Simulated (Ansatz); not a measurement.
Input file for `OCC(O)O`:

```yaml
crystal:
  periodic: [false, false, false]
  atoms:
    - {symbol: O, position_ang: [-1.505634, -0.037078, 0.733374]}
    - {symbol: C, position_ang: [-0.187752, -0.524171, 0.864154]}
    - {symbol: C, position_ang: [0.633066, -0.102134, -0.337800]}
    - {symbol: O, position_ang: [0.720458, 1.304094, -0.264667]}
    - {symbol: O, position_ang: [0.039785, -0.513386, -1.527313]}
    - {symbol: H, position_ang: [-1.442934, 0.924194, 0.713741]}
    - {symbol: H, position_ang: [0.290180, -0.167458, 1.783672]}
    - {symbol: H, position_ang: [-0.250823, -1.612702, 0.897755]}
    - {symbol: H, position_ang: [1.631886, -0.554024, -0.317664]}
    - {symbol: H, position_ang: [1.049345, 1.614697, -1.113315]}
    - {symbol: H, position_ang: [-0.912277, -0.389032, -1.411239]}
basis:
  gaussian: {orbitals: def2-TZVPP}
correlation: {method: ccsd_t}
```

```sh
$ ansatz run in.yaml --threads 4 --pin off --events-out ev --progress --plain --max-ram 10444MiB
```

Log, shortened:

```
Functional definition: HF
1474 factors; integrals over basis functions are off by at most 1.1e-3 eV
mean field evaluation 1: about -8266.1276 eV, gradient 4.7e1 eV
mean field evaluation 2: about -8266.4143 eV, gradient 4.7e1 eV
mean field evaluation 4: about -8270.6823 eV, gradient 4.1e0 eV
mean field evaluation 8: about -8270.7395 eV, gradient 2.8e-1 eV
mean field -8270.73977992 eV, -303.9440808032 hartree, gradient 1.3e-6 eV, S^2 0.000000; 0 other end points of the search recorded, 0 dependent functions left out
5 core orbitals not correlated: weight in the atoms' cores, before any rotation towards them, 1.000 or more for the frozen orbitals, at most 0.000 for the correlated occupied ones
reference -8270.73977992 eV, -303.9440808032 hartree; 16, 16 occupied and 218, 218 virtual orbitals, 1474 factors
second order -28.98796867 eV of doubles, -0.00000000 eV of singles
cycle   1  -28.89684692 eV  change    9.1e-2 eV  update   1.0e-1
cycle   2  -29.51934097 eV  change   -6.2e-1 eV  update   2.8e-2
cycle   3  -29.65340572 eV  change   -1.3e-1 eV  update   1.4e-2
cycle   4  -29.63895243 eV  change    1.4e-2 eV  update   2.9e-3
cycle   5  -29.63905489 eV  change   -1.0e-4 eV  update   1.4e-3
cycle   6  -29.63999907 eV  change   -9.4e-4 eV  update   4.2e-4
cycle   7  -29.63973467 eV  change    2.6e-4 eV  update   1.7e-4
cycle   8  -29.63964575 eV  change    8.9e-5 eV  update   5.0e-5
cycle   9  -29.63965304 eV  change   -7.3e-6 eV  update   1.7e-5
perturbative correction -1.09775856 eV, -0.0403418828 hartree
Total energy: -8301.47719151 eV, -305.0736598446 hartree
```

Hardware: 4 threads of an Arm Neoverse V1 on a shared host. Wall time 2.6 min, peak host memory 5.1 GiB.

MP2 recovers 94.3 % of the CCSD(T) correlation energy and the triples give 3.6 %; T1 = 0.0110.
